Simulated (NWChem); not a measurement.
Molecule: nitrogen trifluoride (NF₃); SMILES FN(F)F

Program: NWChem. All runs use the structure optimised with PBE0/def2-SVP. Solvent water, SMD (1 M gas to 1 M solution), gas-phase geometry.

For level PBE0/def2-TZVPD:

```
Property                Value
----------------------  -----
dipole in solution (D)   0.17
```

Task: How do the values read with level PBE0/STO-3G instead?

Result: The dipole in solution (D) is 0.58.
